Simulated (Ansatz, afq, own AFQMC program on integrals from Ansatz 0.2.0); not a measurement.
Integrals from Ansatz 0.2.0, then the random walk in our own AFQMC program (afq).

```yaml
crystal:
  periodic: [false, false, false]
  atoms:
    - {symbol: C, position_ang: [-0.543847, 1.015794, -0.600429]}
    - {symbol: N, position_ang: [0.248934, -0.140580, -0.347906]}
    - {symbol: C, position_ang: [0.949774, -0.063061, 0.889958]}
    - {symbol: H, position_ang: [-1.081763, 0.927632, -1.556210]}
    - {symbol: H, position_ang: [-1.289281, 1.187246, 0.204754]}
    - {symbol: H, position_ang: [0.076274, 1.936577, -0.635251]}
    - {symbol: H, position_ang: [1.647167, 0.801194, 0.908450]}
    - {symbol: H, position_ang: [1.533062, -0.977680, 1.074069]}
    - {symbol: H, position_ang: [0.260150, 0.090348, 1.746826]}
basis:
  gaussian: {orbitals: def2-TZVP}
magnetization: {spin_polarized: true, initial_magnetization: 1}
correlation: {method: ccsd_t, electrons: outside_noble_gas, hamiltonian_folder: ham}
```

```sh
$ ansatz run in.yaml --threads 1 --pin off --events-out ev --progress --plain --max-ram 16896MiB --backend cuda --devices 0, --max-vram 18GiB
```

Options of the walk:

```
--method phaseless --trial cisd --walkers 700 --populations 10 --least-time 60 --time-step 0.005 --steps-per-block 50 --equilibration-blocks 28 --max-blocks 4000 --target-error 0.00026 --factor-cut 1e-05 --start spin_pure --seed 687 --release-times 0.24,0.51,0.99,1.5 --release-step 0.03 --release-every 4 --taylor-order 6
```

Times are imaginary, in 1/Eh. The walk had a cap of 363 s. With eight or more populations the least sampling time is a fifth of least-time, and the error comes from their spread.

Log:

```
orbitals 126  electrons 10 9  factors 893 of 893
reference energy -133.67843302 Eh
CCSD correlation -0.55447625 Eh in 12 cycles, weight of the determinant in the CISD state 0.8342
energy of the start -134.231918 Eh
 block  time / (1/Eh)  mean weight  energy / Eh
     1     0.250  0.9986  -134.221027
     2     0.500  1.0006  -134.232113
     3     0.750  0.9992  -134.237480
     4     1.000  0.9994  -134.241793
     5     1.250  0.9998  -134.246073
     9     2.250  0.9992  -134.251461
    21     5.250  1.0002  -134.254370
    41    10.250  1.0008  -134.250524
    61    15.250  0.9989  -134.255393
    81    20.250  0.9998  -134.252104
   101    25.250  0.9994  -134.253067
   121    30.250  1.0009  -134.252413
   126    31.500  1.0001  -134.258622
   141    35.250  1.0003  -134.254250
   161    40.250  0.9997  -134.257503
   181    45.250  0.9997  -134.252060
   196    49.000  0.9998  -134.256768
error from the spread of 10 populations
released: time / (1/Eh)  energy / Eh  error  mean overlap
  0.24  -134.254179  0.000456  0.9948
  0.51  -134.254587  0.000265  0.9841
  0.99  -134.254707  0.000416  0.9796
  1.50  -134.254897  0.000359  0.9784
energy -134.253890 +/- 0.000198 Eh
(rows thinned)
```

The run passed its tests (sampling time, drift between the halves within three errors, error under three times the target), which doesn't prove that it has relaxed, ending at its cap on processor time.

Against this walk (error 5.4 meV) on the same determinant: CCSD(T) 28.9 meV higher. The error is statistical and leaves out the bias of the constraint. None of these is a sure reference here. The released energies are still falling (meV from the phaseless value at times in 1/Eh: -8 ± 12 at 0.24, -19 ± 7 at 0.51, -22 ± 11 at 0.99, -27 ± 10 at 1.50), so they give no level.

Cautions: constraint bias not in the error.

The walk took 6.1 min on 1 × NVIDIA H100 80GB HBM3 with 2 threads of AMD EPYC 7R13 Processor (Zen 3), with other jobs on the host (the card was shared). The log's last line is the phaseless energy.
